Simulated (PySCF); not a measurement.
CH₄S, SMILES CS. Geometry optimised at B3LYP-D3(BJ)/def2-TZVP.

Q: Give the equilibrium geometry at B3LYP-D3(BJ)/def2-TZVP (PySCF confirms it by a frequency run) as a Z-matrix, and its point group. (Estimate from the structure and the level; the computed values follow.)

A: point group Cs.
```
C
H 1 1.0879
H 1 1.0879 2 110.34
H 1 1.0887 2 108.79 3 -119.27
S 1 1.8231 2 111.32 4 -116.62
H 5 1.3429 1 97.06 2 -61.78
```
